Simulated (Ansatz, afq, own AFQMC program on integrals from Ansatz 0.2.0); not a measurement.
## ScH$_{2}$O⁺, singlet in def2-TZVP, levels against CCSDT(Q)

```xyz
4

Sc    0.0000    0.0000    0.6171
O     0.0000    0.0000   -1.4765
H     0.0000    0.7836   -2.0444
H     0.0000   -0.7836   -2.0444
```

Connectivity, by distances: Sc–OH2.

Basis def2-TZVP. Only valence electrons are correlated. Integrals, coupled cluster, full CI and functionals: Ansatz 0.2.0; the random walks run on the same integrals in our own AFQMC program. The CISD trial takes its coefficients from CCSD amplitudes. Released means that phaseless walkers are propagated on without the constraint, phases kept. Free AFQMC starts from the CCSD state and is never constrained. Its projection time is finite, and what remains of the start isn't in its error. Uncertainties: one standard error, sampling alone. The metal's outer-core s and p shells are frozen, which shifts wave-function levels against functionals.

Determinant: RHF, the one that the program's search chose, which needn't be the lowest solution. The geometry is a point of a scan.

No full CI on the walks' own integrals is used here; CCSDT(Q) serves as the reference and is uncertain by about the last step of the cluster series.

Cautions: no relativity below Rb; outer-core shells of the metal frozen; higher spins were not checked; restricted determinant unstable towards unrestricted (UHF 991 meV lower, ⟨S²⟩ 1.00); CCSDT(Q) on the UHF determinant differs (301 meV lower), perhaps since the unrestricted series falls towards higher spin.

The T1 diagnostic is 0.0282. The weight of the determinant in the CISD state is 0.832. The size of the correlated space is 10 electrons in 78 orbitals.

```csv
level,correlation energy (eV)
MP2,-7.6883
CCSD,-8.2340
CCSD(T),-8.4730
```

Problem. Estimate where AFQMC with the constraint released lies against CCSD(T) on the same integrals.

Solution. 0.60 ± 0.25 mEh below CCSD(T).

Reference: CCSDT(Q), correlation energy -8.493 eV. The released energy is read at 1.20 1/Eh, later times being too noisy (meV from the phaseless value at times in 1/Eh: 11 ± 3 at 0.60, 11 ± 7 at 1.20, 16 ± 9 at 2.00, 4 ± 15 at 3.00, -18 ± 24 at 4.20).

```json
{"level": "CCSD(T)", "E − E(reference) (mEh)": "0.72", "share of correlation (%)": "99.77"}
{"level": "CCSDT", "E − E(reference) (mEh)": "0.48", "share of correlation (%)": "99.85"}
{"level": "ph-AFQMC/HF", "E − E(reference) (mEh)": "-3.23 ± 0.79", "share of correlation (%)": "101.04"}
{"level": "ph-AFQMC/CISD", "E − E(reference) (mEh)": "-0.28 ± 0.15", "share of correlation (%)": "100.09"}
{"level": "released AFQMC", "E − E(reference) (mEh)": "0.12 ± 0.25", "share of correlation (%)": "99.96"}
{"level": "free AFQMC", "E − E(reference) (mEh)": "0.18 ± 0.28", "share of correlation (%)": "99.94"}
```

Free projections are given only where their last times agree within the noise and don't stop above the reference; a slow remainder of the start can still hide under it. A walk keeps the symmetry of its determinant, which the program's search chose and which needn't be the lowest solution, so a lower state of the same spin and another symmetry isn't excluded. Released energies are given only where the last usable release times agree within the noise; a slower fall can still hide under it.
